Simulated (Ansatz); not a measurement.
**BSiNH+ (quintet): the correlation ladder, cc-pVDZ**

The task here is to estimate one member of a computed series from the others.

Method: cc-pVDZ, core rule «outside noble gas», up to 7 orbitals frozen; program: Ansatz 0.2.0, Gaussian basis.

Plan: UHF; CCSD(T) on ROHF; CCSD(T) on UHF; BCCD(T) on ROHF; CISD as a restricted active space (open shells left free, so some higher excitations enter); CCSDT(Q) on ROHF; CCSDT(Q) on UHF.

18 further runs of the same task are left out: 8 that didn't finish, 10 set aside as unsound or not needed. Runs told in other sessions of the task aren't counted.

## What is computed

The geometry is a PBE0/def2-TZVP stationary point (not a proven minimum) of the parent state, kept for this charge and spin.

4 atoms, charge 1, spin multiplicity 5.

Atoms are counted from 1 here; the program's logs count them from 0.

Bond lengths: B1–Si2 1.920 Å, Si2–N3 1.668 Å, Si2–H4 1.486 Å. Angles: B1–Si2–N3 121.8°, B1–Si2–H4 115.6°, N3–Si2–H4 122.6°.

The first run:

Input file in.yaml:

```yaml
crystal:
  periodic: [false, false, false]
  atoms:
    - {symbol: B, position_ang: [0.000000, -0.564500, 1.717940]}
    - {symbol: Si, position_ang: [0.000000, 0.370053, 0.040934]}
    - {symbol: N, position_ang: [0.000000, -0.439646, -1.417676]}
    - {symbol: H, position_ang: [0.000000, 1.852957, 0.133591]}
basis:
  gaussian: {orbitals: cc-pVDZ}
total_charge: 1
magnetization: {spin_polarized: true, initial_magnetization: 4}
hamiltonian: {xc: hf}
output: {orbitals: {seedname: orbitals}}
```

Started as:

```sh
$ ansatz run in.yaml --threads 1 --pin off --events-out ev --progress --plain --max-ram 2393MiB
```

Steps of the session up to this table: UHF; CCSD(T) on ROHF; CCSD(T) on UHF; BCCD(T) on ROHF; CISD as a restricted active space (open shells left free, so some higher excitations enter); CCSDT(Q) on ROHF; CCSDT(Q) on UHF.

One of the session's tables, all rows but one given; the rest of the session is left out.

| method | from UCCSDT(Q) (meV) |
| --- | --- |
| ROHF | +6817.0 |
| UHF | +6628.8 |
| RMP2 | ? |
| UMP2 | +1445.3 |
| CISD | +748.2 |
| RCCSD | +255.8 |
| UCCSD | +250.8 |
| RCCSD(T) | +68.3 |
| UCCSD(T) | +67.0 |
| BCCD(T) | +65.8 |
| RCCSDT | +15.6 |
| UCCSDT | +14.0 |
| RCCSDT(Q) | +2.2 |
| UCCSDT(Q) | 0 |

Q: Estimate the row for RMP2 from the others.

**Answer.** from UCCSDT(Q) (meV): +1442.4. In the column «from UCCSDT(Q) (meV)» it lies between CISD (+748.2) and UMP2 (+1445.3).

Caveats from the session: Restricted and unrestricted rows rest on different reference determinants; a gap between their highest levels can come from leftover correlation error, from unlike frozen cores or from another state.
